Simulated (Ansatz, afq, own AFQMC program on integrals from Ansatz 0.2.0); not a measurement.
# P, quartet → P⁺, quintet, worked out

A free P atom.

Both states at this geometry.

Basis cc-pVDZ. Only valence electrons are correlated. Ansatz 0.2.0 and our own AFQMC program on the same integrals; the CISD trial comes from CCSD amplitudes, and released means the phaseless constraint is let go. Uncertainties: one standard error, sampling alone.

Total energies in eV. CBS is CCSD(T) at the limit of def2-TZVPP/QZVPP (extrapolated itself); the highest rung of each member is named.

Cautions: P⁺ (quintet): another spin lies lower; this isn't the first ionization; core correlation is missing, and it shifts such a gap most where an s electron is promoted.

| member | count | CCSD(T)/cc-pVDZ | highest rung in cc-pVDZ | which | CCSD(T)/CBS |
| --- | --- | --- | --- | --- | --- |
| P⁺, quintet | +1 | -9257.9474 | -9257.9480 | FCI | -9258.6180 |
| P, quartet | -1 | -9273.4045 | -9273.4147 | FCI | -9274.5665 |

Q: Work out the best estimate of the vertical ionization energy: the CCSD(T)/CBS difference plus the step from CCSD(T) to the highest rung.

A: Sums with the counts: CCSD(T)/CBS 15.9485 eV, highest rung 15.4667 eV, CCSD(T)/cc-pVDZ 15.4571 eV. The step is 15.4667 − 15.4571 = 0.0096 eV, so the best estimate is 15.9485 + (0.0096) = 15.9581 eV = 368.0 kcal/mol. The basis set is worth 0.491 eV of it. Zero-point, core-correlation and spin–orbit terms aren't in it. Past Ne the Hartree–Fock part of each CBS total tends to overshoot, since the cores don't follow the formula; that largely cancels in the difference.

Best estimates are given only where the step beyond CCSD(T) is under 0.3 eV and no member's determinant is very poor (T1 over 0.05, or 0.07 for open shells, ⟨S²⟩ too high by 0.3, two states mixed), so the hardest cases are missing from such tables.

Each member of a difference takes its own highest rung, so a best estimate needn't equal the limit plus the step of one row.
